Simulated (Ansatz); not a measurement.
```yaml
crystal:
  periodic: [false, false, false]
  atoms:
    - {symbol: Mg, position_ang: [0.000000, 0.000000, 0.000000]}
    - {symbol: Mg, position_ang: [0.000000, 0.000000, 2.511000]}
basis:
  gaussian: {orbitals: def2-TZVP}
total_charge: 1
magnetization: {spin_polarized: true, initial_magnetization: 1}
hamiltonian: {xc: pbe0}
relax: {f_tol: 0.004, max_steps: 80}
```

```sh
$ ansatz run in.yaml --threads 1 --pin off --events-out ev --progress --plain --max-ram 2176MiB
```

Steps of the relaxation (energy above the last step; positions in Å, forces in eV/Å):

```
2
step 1, 443.1 meV
Mg    0.000    0.000    0.000    0.000    0.000   -2.125
Mg    0.000    0.000    2.511    0.000    0.000    2.125
```

```
2
step 2, 55.6 meV
Mg    0.000    0.000   -0.155    0.000    0.000   -0.560
Mg    0.000    0.000    2.666    0.000    0.000    0.560
```

```
2
step 3, 12.2 meV
Mg    0.000    0.000   -0.211    0.000    0.000   -0.236
Mg    0.000    0.000    2.722    0.000    0.000    0.236
```

```
2
step 4, 3.8 meV
Mg    0.000    0.000   -0.299    0.000    0.000    0.111
Mg    0.000    0.000    2.810    0.000    0.000   -0.111
```

```
2
step 5, 0.0 meV
Mg    0.000    0.000   -0.262    0.000    0.000   -0.013
Mg    0.000    0.000    2.773    0.000    0.000    0.013
```

```
2
step 6, 0.0 meV
Mg    0.000    0.000   -0.265    0.000    0.000   -0.001
Mg    0.000    0.000    2.776    0.000    0.000    0.001
```

Close pairs at the end: Mg1–Mg2 3.042 Å.

A stationary point of unrestricted PBE0 after 6 steps, with ⟨S²⟩ = 0.780 against 0.75 for a pure state. 16 s on 1 thread of Intel Xeon Platinum 8259CL, shared host.
